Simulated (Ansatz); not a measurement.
Input file:

```yaml
crystal:
  periodic: [false, false, false]
  atoms:
    - {symbol: B, position_ang: [0.000000, 0.000000, 0.743519]}
    - {symbol: B, position_ang: [0.000000, 0.000000, -2.664481]}
    - {symbol: H, position_ang: [0.000000, 0.000000, 1.920963]}
basis:
  gaussian: {orbitals: STO-3G}
magnetization: {spin_polarized: true, initial_magnetization: 1}
correlation: {method: ccsdt, electrons: valence}
output: {forces: true}
```

```sh
$ ansatz run in.yaml --threads 1 --pin off --events-out ev --progress --plain --max-ram 2393MiB
```

Log:

```
156 factors; integrals over basis functions are off by at most 1.7e-8 eV
mean field evaluation 1: about -1323.4588 eV, gradient 7.6e0 eV
mean field evaluation 2: about -1323.4684 eV, gradient 7.6e0 eV
mean field evaluation 4: about -1326.4438 eV, gradient 1.2e1 eV
mean field evaluation 8: about -1330.7246 eV, gradient 4.5e-1 eV
mean field evaluation 16: about -1330.8772 eV, gradient 8.2e-1 eV
mean field evaluation 32: about -1331.0328 eV, gradient 1.7e-8 eV
mean field evaluation 64: about -1330.7265 eV, gradient 1.2e-1 eV
mean field evaluation 96: about -1328.5856 eV, gradient 8.3e0 eV
mean field evaluation 128: about -1329.0370 eV, gradient 9.1e0 eV
mean field evaluation 160: about -1331.0314 eV, gradient 2.3e-2 eV
...
cycle   6  -2.26538264 eV  change    3.1e-9 eV  update   3.3e-8
cycle   7  -2.26538262 eV  change    2.0e-8 eV  update   2.2e-8
cycle   8  -2.26538260 eV  change    1.8e-8 eV  update   2.2e-8
cycle   9  -2.26538258 eV  change    2.2e-8 eV  update   2.2e-8
cycle  10  -2.26538257 eV  change    1.2e-8 eV  update   1.6e-8
cycle  11  -2.26538256 eV  change    6.4e-9 eV  update   1.2e-8
cycle  12  -2.26538256 eV  change    2.2e-9 eV  update   8.0e-9
cycle  13  -2.26538256 eV  change    1.5e-9 eV  update   6.6e-9
cycle  14  -2.26538256 eV  change    2.4e-9 eV  update   5.4e-9
cycle  15  -2.26538256 eV  change   8.6e-10 eV  update   2.5e-9
the calculation of the forces begins
Total energy: -1333.29815575 eV, -48.9978034817 hartree
Atom 0 at     0.000000     0.000000     0.743519 Å, force    -0.000161    -0.000000    -1.932978 eV/Å
Atom 1 at     0.000000     0.000000    -2.664481 Å, force     0.000042     0.000000     0.059820 eV/Å
Atom 2 at     0.000000     0.000000     1.920963 Å, force     0.000120     0.000000     1.873158 eV/Å
Dipole moment:     0.000020     0.000000     0.190522 e Å
```

Forces (eV/Å):
```
B    0.000  0.000 -1.933
B    0.000  0.000  0.060
H    0.000  0.000  1.873
```

Ran on 1 thread of Arm Neoverse V1, shared host: 2.7 s wall, 0.07 GiB peak host memory.
